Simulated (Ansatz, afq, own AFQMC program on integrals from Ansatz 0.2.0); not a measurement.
AFQMC on a folder of integrals that Ansatz 0.2.0 wrote.

```yaml
crystal:
  periodic: [false, false, false]
  atoms:
    - {symbol: O, position_ang: [0.000000, 0.001105, 0.695061]}
    - {symbol: C, position_ang: [0.000000, 0.009438, -0.660775]}
    - {symbol: H, position_ang: [0.868643, -0.569422, -1.021453]}
    - {symbol: H, position_ang: [0.000000, 1.008845, -1.116196]}
    - {symbol: H, position_ang: [-0.868643, -0.569422, -1.021453]}
basis:
  gaussian: {orbitals: cc-pVDZ}
total_charge: 1
magnetization: {spin_polarized: true, initial_magnetization: 2}
correlation: {method: ccsd_t, electrons: outside_noble_gas, hamiltonian_folder: ham}
```

```sh
$ ansatz run in.yaml --threads 1 --pin off --events-out ev --progress --plain --max-ram 1382MiB
```

Options of the walk:

```
--method free --trial cisd --walkers 60 --time-step 0.03 --max-blocks 80 --target-error 0.00042 --factor-cut 1e-05 --seed 7907 --times 0,0.21,0.42,0.81,1.2,1.8,2.4,3 --taylor-order 8
```

Times are imaginary, in 1/Eh. The walk had a cap of 1833 s.

Log:

```
orbitals 41  electrons 7 5  factors 322 of 386
reference energy -114.07515677 Eh
CCSD correlation -0.29315392 Eh in 13 cycles, weight of the determinant in the CISD state 0.8760
repeat  energy at the last time / Eh  error
    10  -114.376247  0.003092
    20  -114.376649  0.001915
    30  -114.377141  0.001452
    40  -114.376847  0.001128
    50  -114.376536  0.001001
    60  -114.377036  0.000922
    70  -114.377172  0.000850
    80  -114.376784  0.000784
time / (1/Eh)  energy / Eh  error  mean overlap
  0.00  -114.368646  0.000242  1.1428
  0.21  -114.374072  0.000243  1.1345
  0.42  -114.375706  0.000294  1.1314
  0.81  -114.376764  0.000374  1.1251
  1.20  -114.376753  0.000389  1.1289
  1.80  -114.376861  0.000548  1.1407
  2.40  -114.377974  0.000687  1.1418
  3.00  -114.376784  0.000784  1.1637
energy -114.376784 +/- 0.000784 Eh
```

The run passed its tests (error under three times the target), which doesn't prove that it has relaxed.

Against this walk (error 21.3 meV) on the same determinant: CCSD(T) 19.2 meV higher (within the noise), the released energy of a separate walk with a CISD trial 38.4 ± 35.5 meV lower (within the noise). The error is statistical, and a free projection of finite length keeps a remainder of its start. The last points scatter (meV from the last: 1 ± 10 at 0.81, 1 ± 11 at 1.20, -2 ± 15 at 1.80, -32 ± 19 at 2.40, 0 ± 21 at 3.00); the last is the one printed as the energy, and the gaps above move with that scatter.

Cautions: remainder of the start not in the error; error above the target (21.3 against 11.4 meV); higher spins were not checked.

The walk took 4.7 min on 1 thread of Intel(R) Xeon(R) 6975P-C (Granite Rapids) (shared host). The log's last line is the free-projection energy.

A walk keeps the symmetry of its determinant, which the program's search chose and which needn't be the lowest solution, so a lower state of the same spin and another symmetry isn't excluded.
